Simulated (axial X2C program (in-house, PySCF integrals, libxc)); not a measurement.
# A two-component session on SAl⁻: properties at the nuclei

Wanted for SAl⁻: properties at the nuclei, at the two-component level.

The runs use an in-house X2C program for linear molecules on PySCF integrals; two-component X2C with atomic mean-field terms, S dyall-av3z, Al dyall-av3z.

All values are calculated.

## 1. Set-up

The input, task.json:

```json
{"zs": [16, 13], "q": -1, "bas": ["dyall-av3z", "dyall-av3z"], "r0": 2.07, "levels": ["PBE0", "HF", "B3LYP", "LDA", "BP86"], "nst": 3}
```

Keys: zs atomic numbers; q charge; bas basis sets; r0 starting distance in Å; levels methods (HF also brings MP2); nst determinants followed.

Command:

```bash
python soeom.py task.json out
```

The runs that follow: Expectation values, lowest determinant; Expectation values, a higher determinant.

Before running it: what results should come out? Wanted: lowest determinant; qzz S; qzz Al; higher determinant; Eeff magnitude; Ws magnitude S; A∥/gI S (for each run or level that gives them).

The runs gave:

| quantity | value |
| --- | --- |
| lowest determinant | Ω = 0 (closed shell) |
| qzz S (a.u.), PBE0 | -0.29 |
| qzz Al (a.u.), PBE0 | -1.13 |
| higher determinant | Ω = 2 (excess of +ω over −ω: ω = 1/2, ω = 3/2) |
| Eeff magnitude (GV/cm), PBE0, higher determinant | 0.186 |
| Ws magnitude S (kHz), PBE0, higher determinant | 0.00953 |
| A∥/gI S (MHz), PBE0, higher determinant | 53.1 |
| qzz S (a.u.), PBE0, higher determinant | 1.42 |

The expectation values come from single determinants, which for open shells can mix terms of unlike spin or miss the lowest Ω, so a determinant need not be a state. Eeff is the effective electric field on the electron dipole moment in this Ω state and Ws the scalar–pseudoscalar constant (defined with the proton number Z and per Ω); A∥ is the parallel hyperfine constant, which follows by multiplying with the nuclear g factor gI = μI/(I μN); qzz is the electric field gradient, eQq0 = 234.96 MHz × Q/barn × qzz. The operators were transformed with the bare-nucleus X2C matrices.
